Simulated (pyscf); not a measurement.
**Four-centre exchange: H₃C–AlH₂ + H₂O → H₃C–AlH₂ + H₂O**

Gas phase, singlet surface, charge 0. Bonds broken: Al2–H6, O8–H9. Bonds formed: Al2–H9, H6–O8. PySCF, gas phase, ωB97X-D3(BJ)/def2-SVP geometries. MP2 and CC: frozen core, UHF for open shells. ΔMP2 is the change of the MP2 total energy from the triple- to the quadruple-zeta basis.

Transition state (Å):

```xyz
10

C     -1.3028    -1.6853     0.5610
Al    -0.1968    -0.1253     0.2699
H     -0.9323    -2.5307    -0.0465
H     -2.3476    -1.5012     0.2637
H     -1.2939    -2.0158     1.6132
H     -1.4536     1.7304     0.3660
H      1.2259     0.1740     0.8844
O     -0.9068     1.0975    -0.8688
H     -0.1680     0.3445    -1.9359
H     -0.3475     1.8786    -1.0350
```

One imaginary mode, 1502i cm⁻¹; descent along it reached the two sides named, in the forms told below.

| bond | change | reactant side (Å) | saddle | product side |
|---|---|---|---|---|
| Al2–H6 | breaks | 1.605 | 2.243 | 2.6 |
| O8–H9 | breaks | 0.968 | 1.500 | 2.7 |
| Al2–H9 | forms | 2.585 | 2.255 | 1.608 |
| H6–O8 | forms | 2.7 | 1.491 | 0.968 |

Electronic energies relative to the separated reactants (kJ/mol):

```json
[
 {"level": "ωB97X-D3(BJ)/def2-TZVP", "barrier": "363.7", "reaction energy": "0.0", "reverse barrier": "363.7"},
 {"level": "PBE/def2-TZVP", "barrier": "278.8", "reaction energy": "0.0", "reverse barrier": "278.8"},
 {"level": "r²SCAN/def2-TZVP", "barrier": "298.6", "reaction energy": "0.0", "reverse barrier": "298.6"},
 {"level": "B3LYP-D3(BJ)/def2-TZVP", "barrier": "315.7", "reaction energy": "0.0", "reverse barrier": "315.7"},
 {"level": "PBE0-D3(BJ)/def2-TZVP", "barrier": "324.8", "reaction energy": "0.0", "reverse barrier": "324.8"},
 {"level": "M06-2X/def2-TZVP", "barrier": "344.1", "reaction energy": "0.0", "reverse barrier": "344.1"},
 {"level": "ωB97M-D3(BJ)/def2-TZVP", "barrier": "346.4", "reaction energy": "0.0", "reverse barrier": "346.4"},
 {"level": "HF/def2-TZVP", "barrier": "486.2", "reaction energy": "0.0", "reverse barrier": "486.2"},
 {"level": "MP2/def2-QZVPP", "barrier": "342.1", "reaction energy": "0.0", "reverse barrier": "342.1"},
 {"level": "CCSD/def2-TZVPP", "barrier": "359.4", "reaction energy": "0.0", "reverse barrier": "359.4"},
 {"level": "CCSD(T)/def2-TZVPP", "barrier": "326.7", "reaction energy": "0.0", "reverse barrier": "326.7"},
 {"level": "CCSD(T)/def2-TZVPP + ΔMP2(QZVPP)", "barrier": "326.1", "reaction energy": "0.0", "reverse barrier": "326.1"}
]
```

With CCSD(T)/def2-TZVPP + ΔMP2(QZVPP) energies and thermal terms (ideal gas, 1 atm, RRHO with modes under 100 cm⁻¹ raised to 100, one conformer, R ln 2 for chiral ones without a mode under 150 cm⁻¹), in kJ/mol:

```
T (K)    ΔH‡    ΔG‡   ΔH   ΔG
-----  -----  -----  ---  ---
298    309.6  354.3  0.0  0.0
600    311.8  399.0  0.0  0.0
900    316.2  441.6  0.0  0.0
1200   320.9  482.7  0.0  0.0
```

On the reactant side the descent ends in an adduct with a Al–O contact (not fully relaxed), 90.9 kJ/mol under the separated species and 454.6 kJ/mol under the saddle at ωB97X-D3(BJ)/def2-TZVP. On the product side the descent ends in an adduct with a Al–O contact (not fully relaxed), 88.2 kJ/mol under the separated species and 451.9 kJ/mol under the saddle at ωB97X-D3(BJ)/def2-TZVP. The same reactants have a lower exit, to H₃C–AlH–OH + H₂ (barrier -27.4 kJ/mol at ωB97M-D3(BJ), against +346.4 kJ/mol here). One saddle was located; it need not be the lowest between these sides. A restricted solution here is unstable towards spin polarisation, so biradical character is likely and single-reference numbers are less safe. The CCSD(T) − MP2 part came from Ansatz, without density fitting, on the same reference.
